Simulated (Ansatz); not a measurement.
Frontier orbitals of NO3−, SMILES `O=[N+]([O-])[O-]`.

The species carries charge -1 and has multiplicity 1. The geometry is a stationary point of PBE0-D4/def2-TZVPD. Basis def2-TZVPPD, Ansatz.

| functional | HOMO (eV) | LUMO (eV) | gap (eV) |
| --- | --- | --- | --- |
| PBE | 0.49 | 3.96 | 3.47 |
| PBE0 | -1.32 | 4.90 | 6.22 |
| ωB97M-V | -3.87 | 5.49 | 9.36 |

A quarter of exact exchange (PBE0) shifts PBE's HOMO by −1.81 eV and its LUMO by +0.94 eV; full exchange at long range (ωB97M-V) shifts them by −4.35 and +1.53 eV. The gap opens from 3.47 to 9.35 eV, since occupied levels lose self-interaction and empty ones feel all the electrons. A positive LUMO is unbound and depends on the basis.

A positive HOMO means that the functional doesn't bind the extra electron.
